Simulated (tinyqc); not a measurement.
Pariser-Parr-Pople SCF with singles CI, for the molecule C=CC=CC=C (SMILES; centres numbered as the heavy atoms are written), step by step. One step of it, computed by the program tinyqc.

Question. Iteration 2: Fock matrix. F_rr = H_rr + P_rr gamma_rr / 2 + sum_(s != r) P_ss gamma_rs; F_rs = H_rs - P_rs gamma_rs / 2; E = tr P (H + F) / 2 + core repulsion sum_(r<s) z_r z_s gamma_rs.

P after iteration 1, lower triangle:
```
           1C         2C         3C        4C        5C        6C
1C   1.000000
2C   0.901337   1.000000
3C   0.000000   0.428455   1.000000
4C  -0.363162   0.000000   0.827369  1.000000
5C   0.000000  -0.063389   0.000000  0.428455  1.000000
6C   0.236019   0.000000  -0.363162  0.000000  0.901337  1.000000
```

core matrix H (eV), lower triangle:
```
            1C          2C          3C          4C          5C          6C
1C  -32.800144
2C   -2.680000  -38.042633
3C    0.000000   -2.680000  -40.413803
4C    0.000000    0.000000   -2.680000  -40.413803
5C    0.000000    0.000000    0.000000   -2.680000  -38.042633
6C    0.000000    0.000000    0.000000    0.000000   -2.680000  -32.800144
```

repulsion gamma_rs (eV), lower triangle:
```
           1C         2C         3C         4C         5C         6C
1C  11.130000
2C   7.554319  11.130000
3C   5.238816   7.551683  11.130000
4C   3.670169   5.238816   7.554319  11.130000
5C   2.868553   3.669262   5.238816   7.551683  11.130000
6C   2.308288   2.868553   3.670169   5.238816   7.554319  11.130000
```

Centres (angstrom, eV; a flat drawing with bonds scaled to 1.40 angstrom):
```
centre          x          y  core charge z          W   gamma_rr
1C      -3.045000  -0.196000              1  11.160000  11.130000
2C      -1.799000   0.442000              1  11.160000  11.130000
3C      -0.623000  -0.319000              1  11.160000  11.130000
4C       0.623000   0.319000              1  11.160000  11.130000
5C       1.799000  -0.442000              1  11.160000  11.130000
6C       3.045000   0.196000              1  11.160000  11.130000
```

Give: F; pi energy.

Answer.

F (eV), lower triangle:
```
         1C       2C       3C       4C       5C       6C
1C  -5.5950
2C  -6.0845  -5.5950
3C   0.0000  -4.2978  -5.5950
4C   0.6664   0.0000  -5.8051  -5.5950
5C   0.0000   0.1163   0.0000  -4.2978  -5.5950
6C  -0.2724   0.0000   0.6664   0.0000  -6.0845  -5.5950
```

pi energy = -79.6199 eV
